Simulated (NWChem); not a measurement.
All runs are NWChem calculations. System: phosphine (H3P), charge 0, spin multiplicity 1, at a geometry optimised with PBE0/def2-SVP. Level: BLYP/def2-TZVP.

The NWChem input:

```
start mol
memory heap 200 mb stack 800 mb global 1000 mb
geometry units angstroms nocenter noautoz
  P     -0.130235    -0.003352     0.000000
  H      0.666565    -0.580989     1.035668
  H      0.666565    -0.580989    -1.035668
  H      0.620396     1.212263     0.000000
  symmetry group Cs
end
basis spherical
  * library def2-tzvp
end
dft
  xc becke88 lyp
  semidirect memsize 60000000 filesize 0
  iterations 100
end
task dft energy
```

NWChem printed:

```
             Northwest Computational Chemistry Package (NWChem) 7.3.0
             --------------------------------------------------------

                                NWChem Input Module
                                -------------------

 Scaling coordinates for geometry "geometry" by  1.889725989
 (inverse scale =  0.529177249)

 Turning off AUTOSYM since
 SYMMETRY directive was detected!

                             Geometry "geometry" -> ""
                             -------------------------

 Output coordinates in angstroms (scale by  1.889725989 to convert to a.u.)

  No.       Tag          Charge          X              Y              Z
 ---- ---------------- ---------- -------------- -------------- --------------
    1 P                   15.0000    -0.13023500    -0.00335200     0.00000000
    2 H                    1.0000     0.66656500    -0.58098900     1.03566800
    3 H                    1.0000     0.66656500    -0.58098900    -1.03566800
    4 H                    1.0000     0.62039600     1.21226300     0.00000000

 Effective nuclear repulsion energy (a.u.)      17.4340881334

            Nuclear Dipole moment (a.u.)
            ----------------------------
        X                 Y               Z
 ---------------- ---------------- ----------------
     0.0000018897     0.0000094486     0.0000000000

      Symmetry information
      --------------------

 Group name             Cs
 Group number              2
 Group order               2
 No. of unique centers     3

      Symmetry unique atoms

     1    2    4


 Summary of "ao basis" -> "" (spherical)
 ------------------------------------------------------------------------------
       Tag                 Description            Shells   Functions and Types
 ---------------- ------------------------------  ------  ---------------------
 *                         def2-tzvp                  on all atoms

                                 NWChem DFT Module
                                 -----------------

 Summary of "ao basis" -> "ao basis" (spherical)
 ------------------------------------------------------------------------------
       Tag                 Description            Shells   Functions and Types
 ---------------- ------------------------------  ------  ---------------------
 P                         def2-tzvp                13       37   5s5p2d1f
 H                         def2-tzvp                 4        6   3s1p

 Summary of "ao basis" -> "ao basis" (spherical)
 ------------------------------------------------------------------------------
       Tag                 Description            Shells   Functions and Types
 ---------------- ------------------------------  ------  ---------------------
 P                         def2-tzvp                13       37   5s5p2d1f
 H                         def2-tzvp                 4        6   3s1p

      Symmetry analysis of basis
      --------------------------

        a'         36
        a"         19

            General Information
            -------------------
          SCF calculation type: DFT
          Wavefunction type:  closed shell.
          No. of atoms     :     4
          No. of electrons :    18
           Alpha electrons :     9
            Beta electrons :     9
          Charge           :     0
          Spin multiplicity:     1
          Use of symmetry is: on ; symmetry adaption is: on
          Maximum number of iterations: 100
          AO basis - number of functions:    55
[...]
 d= 0,ls=0.0,diis     2   -343.1398084588 -1.66D-02  2.67D-03  1.41D-02     0.7
 d= 0,ls=0.0,diis     3   -343.1410056246 -1.20D-03  1.08D-03  8.60D-03     0.8
 d= 0,ls=0.0,diis     4   -343.1426704099 -1.66D-03  2.72D-04  1.60D-04     1.0
 d= 0,ls=0.0,diis     5   -343.1426968697 -2.65D-05  6.49D-05  2.92D-05     1.1
  Resetting Diis
 d= 0,ls=0.0,diis     6   -343.1427001144 -3.24D-06  2.94D-06  2.74D-08     1.2
 d= 0,ls=0.0,diis     7   -343.1427001188 -4.46D-09  7.52D-07  6.42D-10     1.3

         Total DFT energy =     -343.142700118832
      One electron energy =     -508.383981841789
           Coulomb energy =      172.115216697612
    Exchange-Corr. energy =      -24.308023108039
 Nuclear repulsion energy =       17.434088133384

 Numeric. integr. density =       18.000002686422

     Total iterative time =      1.0s

                  Occupations of the irreducible representations
                  ----------------------------------------------

                     irrep           alpha         beta
                     --------     --------     --------
                     a'                7.0          7.0
                     a"                2.0          2.0

                       DFT Final Molecular Orbital Analysis
                       ------------------------------------

 Vector    7  Occ=2.000000D+00  E=-3.396950D-01  Symmetry=a'
              MO Center=  3.3D-01,  3.6D-01, -2.3D-17, r^2= 1.8D+00
   Bfn.  Coefficient  Atom+Function         Bfn.  Coefficient  Atom+Function
  ----- ------------  ---------------      ----- ------------  ---------------
    16      0.327515  1 P  py                51      0.240900  4 H  s
    50      0.167682  4 H  s                 13      0.161867  1 P  py
    52      0.156992  4 H  s                  7     -0.143457  1 P  py
    19      0.129626  1 P  py                39     -0.120451  2 H  s
    45     -0.120451  3 H  s                 38     -0.083842  2 H  s

 Vector    8  Occ=2.000000D+00  E=-3.396933D-01  Symmetry=a"
              MO Center=  3.5D-01, -3.4D-01,  7.2D-16, r^2= 1.8D+00
   Bfn.  Coefficient  Atom+Function         Bfn.  Coefficient  Atom+Function
  ----- ------------  ---------------      ----- ------------  ---------------
    17      0.327624  1 P  pz                39      0.208626  2 H  s
    45     -0.208626  3 H  s                 14      0.161921  1 P  pz
    38      0.145217  2 H  s                 44     -0.145217  3 H  s
     8     -0.143504  1 P  pz                40      0.135960  2 H  s
    46     -0.135960  3 H  s                 20      0.129671  1 P  pz

 Vector    9  Occ=2.000000D+00  E=-2.416523D-01  Symmetry=a'
              MO Center= -3.2D-01, -8.3D-03, -1.8D-15, r^2= 1.9D+00
   Bfn.  Coefficient  Atom+Function         Bfn.  Coefficient  Atom+Function
  ----- ------------  ---------------      ----- ------------  ---------------
    15     -0.372147  1 P  px                 5      0.355552  1 P  s
     4      0.313846  1 P  s                 18     -0.295933  1 P  px
     3     -0.196592  1 P  s                 12     -0.190429  1 P  px
     6      0.161384  1 P  px                39     -0.110583  2 H  s
    45     -0.110583  3 H  s                 51     -0.110585  4 H  s

 Vector   10  Occ=0.000000D+00  E=-3.961407D-03  Symmetry=a"
              MO Center= -4.3D-02, -2.6D-02,  5.5D-16, r^2= 3.3D+00
   Bfn.  Coefficient  Atom+Function         Bfn.  Coefficient  Atom+Function
  ----- ------------  ---------------      ----- ------------  ---------------
    20      1.084096  1 P  pz                40     -0.937758  2 H  s
    46      0.937758  3 H  s                 17      0.285453  1 P  pz
    39     -0.180340  2 H  s                 45      0.180340  3 H  s
    14      0.160091  1 P  pz                 8     -0.118365  1 P  pz
    38     -0.100121  2 H  s                 44      0.100121  3 H  s

 Vector   11  Occ=0.000000D+00  E=-3.960567D-03  Symmetry=a'
              MO Center= -4.4D-02,  2.4D-02, -3.3D-17, r^2= 3.3D+00
   Bfn.  Coefficient  Atom+Function         Bfn.  Coefficient  Atom+Function
  ----- ------------  ---------------      ----- ------------  ---------------
    19      1.083747  1 P  py                52     -1.082861  4 H  s
    40      0.541395  2 H  s                 46      0.541395  3 H  s
    16      0.285359  1 P  py                51     -0.208239  4 H  s
    13      0.160038  1 P  py                 7     -0.118326  1 P  py
    50     -0.115610  4 H  s                 39      0.104117  2 H  s

 Vector   12  Occ=0.000000D+00  E= 1.265973D-02  Symmetry=a'
              MO Center=  4.1D-01,  1.1D-02, -1.8D-16, r^2= 5.3D+00
   Bfn.  Coefficient  Atom+Function         Bfn.  Coefficient  Atom+Function
  ----- ------------  ---------------      ----- ------------  ---------------
     5      1.810348  1 P  s                 40     -1.047255  2 H  s
    46     -1.047255  3 H  s                 52     -1.047209  4 H  s
    18      0.932756  1 P  px                 4      0.272194  1 P  s
     3     -0.217181  1 P  s                 15      0.180906  1 P  px
    12      0.092284  1 P  px                 6     -0.068042  1 P  px

 center of mass
 --------------
 x =  -0.11478547 y =  -0.00295408 z =   0.00000000

 moments of inertia (a.u.)
 ------------------
          15.440310016461           0.044042159728           0.000000000000
           0.044042159728          13.732143513440           0.000000000000
           0.000000000000           0.000000000000          13.731151940919

     Multipole analysis of the density
     ---------------------------------

     L   x y z        total         alpha         beta         nuclear
     -   - - -        -----         -----         ----         -------
     0   0 0 0     -0.000000     -9.000000     -9.000000     18.000000

     1   1 0 0      0.225261      0.112629      0.112629      0.000002
     1   0 1 0      0.005792      0.002891      0.002891      0.000009
     1   0 0 1     -0.000000     -0.000000     -0.000000      0.000000

     2   2 0 0    -12.647877     -9.052100     -9.052100      5.456323
     2   1 1 0     -0.040279      0.008255      0.008255     -0.056789
     2   1 0 1     -0.000000     -0.000000     -0.000000      0.000000
     2   0 2 0    -11.084502     -9.371943     -9.371943      7.659385
     2   0 1 1     -0.000000     -0.000000     -0.000000      0.000000
     2   0 0 2    -11.083483     -9.372094     -9.372094      7.660706

 Task  times  cpu:        1.3s     wall:        1.3s

 Total times  cpu:        1.3s     wall:        1.3s
```
